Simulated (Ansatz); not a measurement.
SiS2⁻. Charge -1, multiplicity 2. Geometry PBE-D4/def2-TZVPD, basis def2-TZVPD, Ansatz.

| atom | x (Å) | y (Å) | z (Å) |
| --- | --- | --- | --- |
| Si1 | -0.7851 | -1.0446 | -0.1981 |
| S2 | 1.2390 | -0.1190 | 0.1247 |
| S3 | -0.4539 | 1.1636 | 0.0735 |

| run | HOMO (eV) | LUMO (eV) |
| --- | --- | --- |
| A | 0.53 | 3.09 |
| B | 0.33 | 3.29 |
| C | -1.07 | 3.74 |
| D | 1.47 | 2.41 |
| E | 1.21 | 2.68 |

Another isomer (doublet) lies 1.52 eV lower at PBE0-D4/def2-TZVPD; other spin states weren't run for this one.

HOMO and LUMO are taken over both spins.

Question: The runs used PBE, PBE0, r2SCAN, r2SCAN0, ωB97M-V. Estimate which is which.

Answer: A PBE0 (25 % exact exchange); B r2SCAN0 (25 % exact exchange); C ωB97M-V (range-separated); D PBE (0 % exact exchange); E r2SCAN (0 % exact exchange). Exact exchange lowers occupied and raises empty levels; among semilocal functionals meta-GGAs tend to open the gap a little, and such runs are hard to tell apart. The gap grows from 0.94 eV (PBE) to 4.80 eV (ωB97M-V). At PBE0-D4/def2-TZVPD, r2SCAN0-D4/def2-TZVPD, PBE-D4/def2-TZVPD, r2SCAN-D4/def2-TZVPD the highest occupied level of the charge -1 doublet lies above zero (up to 1.47 eV). The electron is either unbound and held by the finite basis, or the level is raised by self-interaction error.
